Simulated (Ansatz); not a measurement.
Heating and cooling a random packing of Si7N8O2

A packing of 17 atoms, thrown in at random and pushed apart as soft spheres with like charges further apart (8 N, 2 O, 7 Si) went through Langevin stages in a fixed cell of 12.06 Å³/atom, at one k point, without spin and with a Fermi–Dirac width of kT (0.05 eV at least). Level of theory: DFT PBE, scalar-relativistic, plane waves, PAW (Ansatz).

```tsv
thermostat (K)	duration (fs)	friction (1/fs)	cutoff (eV)	mean T (K)	mean P (GPa)	mean square displacement (Å²)
4000	48	0.030	320	6203	6.5	0.77
4000	600	0.005	420	4195	5.8	4.59
2880	398	0.005	420	3002	-0.2	2.33
1600	396	0.015	420	1721	0.0	0.53
300	200	0.015	420	414	-0.6	0.10
```

Means run over the second half of a stage; pressure includes the kinetic part; displacements count from the stage's start, the atoms' common shift taken off.

Cell and atoms were then relaxed on coarser meshes and computed once more: Settings: cutoff 420 eV, Γ-centred mesh 4×4×4 on the computed 17-atom cell, Gaussian smearing of 0.02 eV; no spin polarisation.

Q: What structure is left?

A: One draw of many: 12.21 Å³/atom with a gap on the mesh of 1.30 eV, 0.71 eV/atom below the elements' standard states (static lattices, no corrections for gases) (a random packing after short dynamics, relaxed).

Counting as bonded all pairs within 1.2 times the summed covalent radii:

```tsv
atom → neighbour	mean count	mean length (Å)	spread (Å)
N → N	0.25	1.24	0.00
N → Si	2.38	1.77	0.10
O → Si	2.50	1.74	0.08
Si → N	2.71	1.77	0.10
Si → O	0.71	1.74	0.08
Si → Si	0.57	2.37	0.06
```

Angles between all pairs of such bonds at an atom (mean ± spread): 121 ± 9° at N, 124 ± 16° at O, 109 ± 12° at Si.

```
CELL_PARAMETERS angstrom
5.43122 -0.38257 -0.48110
-0.42279 6.93926 0.11590
-0.49051 0.13285 5.57722
ATOMIC_POSITIONS crystal
Si 0.82424 0.46960 0.96268
Si 0.38183 0.42264 0.53064
Si 0.56536 0.05451 0.82337
Si 0.45553 0.03470 0.34008
Si 0.08241 0.85058 0.00860
Si 0.06636 0.63984 0.51350
Si 0.97160 0.21186 0.19273
N 0.97211 0.66406 0.80220
N 0.49184 0.90112 0.59751
N 0.05545 0.81288 0.29793
N 0.57802 0.32475 0.78317
N 0.25985 0.21629 0.36257
N 0.52858 0.53819 0.29122
N 0.38480 0.96581 0.03705
N 0.75098 0.54436 0.26588
O 0.89332 0.04742 0.95081
O 0.74182 0.16046 0.34088
```

Cost: 6 runs of about 54 core-minutes in all (earlier runs that led there not counted), on Intel Xeon Processor @ 2.50GHz (Skylake/Cascade Lake) (shared hosts).